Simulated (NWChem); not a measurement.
# Lowest excitation of hydrazine (H4N2)

```xyz
6

N      0.1745    -0.6794     0.0738
N     -0.1745     0.6794     0.0738
H     -0.6458    -1.2306     0.3138
H      0.5122    -1.0120    -0.8307
H      0.6458     1.2306     0.3138
H     -0.5122     1.0120    -0.8307
```
Charge 0, spin multiplicity 1.

All runs are NWChem calculations. The geometry was optimised at PBE0/def2-SVP, a minimum by its harmonic frequencies. It is one conformer; others weren't searched.

Basis set: def2-SVPD.

The correlated methods keep 2 core orbitals frozen. B3LYP has NWChem's definition, with VWN1-RPA local correlation. No row is a measurement; the coupled-cluster row has its own basis-set and correlation limits.

For the lowest vertical singlet excitation energy, TD-B3LYP gives 6.30 eV and TD-PBE gives 5.86 eV. What do EOM-CCSD, CIS, TDA-BHandHLYP give?

EOM-CCSD: 6.82 eV; CIS: 7.93 eV; TDA-BHandHLYP: 6.99 eV.
